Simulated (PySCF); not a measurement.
# Working out the ionisation energy of Ar

Ar [Ar] (1S) → Ar⁺ [Ne] 3s2 3p5 (2P). Computed with PySCF 2.14 in x2c-TZVPPall (5s5p3d1f, 42 functions), with the spin-free X2C one-electron Hamiltonian (Gaussian nucleus). Frozen: [Ne]. Energies in hartree (1 hartree = 27.21139 eV):

```
            part   Ar (lower)  Ar⁺ (upper)
             UHF  -528.613998  -528.079083
CCSD correlation    -0.225376    -0.191061
             (T)    -0.006792    -0.005312
```

What does Hartree-Fock give?

(-528.079083) − (-528.613998) = 0.534915 hartree = 14.556 eV.

What do CCSD and CCSD(T) give?

The CCSD correlation energies differ by 0.034315 hartree = 0.934 eV and the triples by 0.001480 hartree = 0.040 eV, so CCSD gives 15.490 eV and CCSD(T) 15.530 eV.

Measured between the centres of the two terms (NIST): 15.819 eV, so CCSD(T) (valence) is off by -0.289 eV.

What remains against the reference includes basis incompleteness, the frozen core and higher excitations.
